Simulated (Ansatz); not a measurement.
# CO+ (doublet): wave-function methods side by side, def2-TZVPP

The task here is to estimate one member of a computed series from the others.

Computed with Ansatz 0.2.0, Gaussian basis. Level: def2-TZVPP, core rule «outside noble gas», up to 2 orbitals frozen.

The runs, in order: UHF; ROHF; CCSD(T) on UHF.

2 further runs of the same task are left out: 2 set aside as unsound or not needed.

### The geometry

The geometry is a PBE0/def2-TZVP stationary point (not a proven minimum) of the parent state, kept for this charge and spin.

2 atoms, charge 1, spin multiplicity 2.

Atoms are counted from 1 here; the program's logs count them from 0.

Bond lengths: O1–C2 1.196 Å.

The first run:

The input, in.yaml:

```yaml
crystal:
  periodic: [false, false, false]
  atoms:
    - {symbol: O, position_ang: [0.000000, 0.000000, 0.000000]}
    - {symbol: C, position_ang: [0.000000, 0.000000, 1.195530]}
basis:
  gaussian: {orbitals: def2-TZVPP}
total_charge: 1
magnetization: {spin_polarized: true, initial_magnetization: 1}
hamiltonian: {xc: hf}
output: {orbitals: {seedname: orbitals}}
```

The run is started by

```bash
$ ansatz run in.yaml --threads 1 --pin off --events-out ev --progress --plain --max-ram 4096MiB --backend cpu
```

Steps of the session up to this table: UHF; ROHF; CCSD(T) on UHF.

One table of the session follows, with a row left open; its other results are not shown here.

It belongs to the step «Misses and costs». 

| method | from UCCSD(T) (meV) |
| --- | --- |
| ROHF | +10044.5 |
| UHF | +9500.2 |
| UMP2 | +1392.9 |
| UCCSD | ? |
| UCCSD(T) | 0 |

**Question.** Estimate the row for UCCSD.

As computed: from UCCSD(T) (meV): +487.7. In the column «from UCCSD(T) (meV)» it lies between UCCSD(T) (0) and UMP2 (+1392.9).

The program flags UCCSD(T) as in doubt (see the logs), so the zero of the table is itself unsure.

Caveats from the session: The program flags UCCSD(T) as in doubt, so the zero of the table is itself unsure.
